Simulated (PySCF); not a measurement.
1,4-cyclohexadiene: full NMR table

```yaml
Formula: C6H8
SMILES: C1=CCC=CC1
InChI: InChI=1S/C6H8/c1-2-4-6-5-3-1/h1-2,5-6H,3-4H2
Point_group_of_the_computed_structure: D2h
Degrees_of_unsaturation: 3
Carbon_signals: 2
Proton_signals: 2
```

Numbering as in the mapped SMILES `[CH:1]1=[CH:2][CH2:3][CH:4]=[CH:5][CH2:6]1`. Hydrogens are named by the atom that carries them.

One conformer, no relativistic terms, fast rotation and ring inversion assumed for equivalent nuclei, no solvent. σ from GIAO-PBE0/pcSseg-1; GFN2-xTB geometry; PySCF 2.14.0 with density-fitted response routines.

Shifts are taken against calculated references (same method and geometry level): 1H and 13C against TMS.

| carbon | δC, type | δH (multiplicity) | HMBC from (2–3 bonds) | span of the C tensor (ppm) |
| --- | --- | --- | --- | --- |
| C1/C2/C4/C5 | 131.3, CH | 5.95 (m) | H(C1)/H(C2)/H(C4)/H(C5), H(C3)/H(C6) | 221 |
| C3/C6 | 30.5, CH2 | 2.88 (m) | H(C1)/H(C2)/H(C4)/H(C5) | 37 |

- Carbon types of the structure: 4 × CH, 2 × CH2, which accounts for all hydrogens.
- δC 131.3: alkene CH; as expected for a trigonal carbon in a double bond.
- δC 30.5: allylic sp3 CH2; saturated and bonded to C and H only.
- δH 5.95: hydrogen on an alkene CH; a vinylic proton, deshielded by the sp2 carbon and the C=C anisotropy.
- δH 2.88: hydrogen on an allylic sp3 CH2; allylic position.

Shifts are as computed. Against solution values, carbons near 30 ppm lie about +3 ppm off and those near 130 ppm about +5 ppm. Of 1211 compounds with measured shifts, 218 miss one by over three times the rms of a fit or turn the order of signals round; such compounds aren't used in these exercises. No couplings were computed; multiplicities are counted from neighbouring protons, with m where these are inequivalent, close in shift, in a saturated or five-membered ring or joined by F or P, and br s for small geminal =CH2 splittings.
